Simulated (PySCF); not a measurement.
**1,3-dioxane: calculation against experiment**

**Measured values to compare with.**

From NIST CCCBDB Release 22 (SRD 101), experimental dipoles, for the gas: dipole moment 2.06 D.

The results are set against them at the end.

Compound: 1,3-dioxane, C4H8O2.
Numbering: `[CH2:1]1[CH2:2][O:3][CH2:4][O:5][CH2:6]1` (hydrogens: H7, H8 on C1; H9, H10 on C2; H11, H12 on C4; H13, H14 on C6)

Geometry (GFN2-xTB, Å), atoms numbered from 1 in this order:
```
atom  x, y, z in Å
C1    -1.129    0.287   -0.387
C2     0.007    1.285   -0.155
O3     1.240    0.740   -0.585
C4     1.509   -0.469    0.056
O5     0.544   -1.449   -0.177
C6    -0.730   -1.032    0.277
H7    -1.250    0.125   -1.459
H8    -2.062    0.661    0.032
H9    -0.134    2.200   -0.732
H10    0.070    1.538    0.916
H11    1.609   -0.297    1.150
H12    2.449   -0.844   -0.353
H13   -1.418   -1.839    0.023
H14   -0.706   -0.907    1.372
```

Runs made with PySCF (gas phase, on this GFN2-xTB geometry; no spin–orbit coupling):

```csv
level,job,basis functions
PBE0/pcSseg-1,"shieldings, charges and field gradients",142
CAM-B3LYP/def2-SVPD,"8 singlets by full TDDFT, 3 Tamm–Dancoff triplets, polarisability",190
B3LYP/pcJ-1,"spin–spin couplings from 12 perturbed nuclei, spin–dipole term left out",242
```

## Comparison

**Dipole moment.** Measured: 2.06 D (NIST CCCBDB Release 22 (SRD 101), experimental dipoles).

```json
{"level": "PBE0/pcSseg-1", "computed (D)": "2.07", "computed − measured (D)": "+0.01", "% (from the printed values)": "0"}
{"level": "CAM-B3LYP/def2-SVPD", "computed (D)": "2.20", "computed − measured (D)": "+0.14", "% (from the printed values)": "+7"}
{"level": "B3LYP/pcJ-1", "computed (D)": "2.04", "computed − measured (D)": "-0.02", "% (from the printed values)": "-1"}
```

Closest is PBE0/pcSseg-1 (+0.01 D), furthest CAM-B3LYP/def2-SVPD (+0.14 D); one molecule doesn't rank methods. The computed dipoles belong to one fixed geometry; measured ones are averaged over vibrations unless marked μe. Magnitudes are compared, not signs.

No measured geometry was used, and the causes of the misses weren't examined.
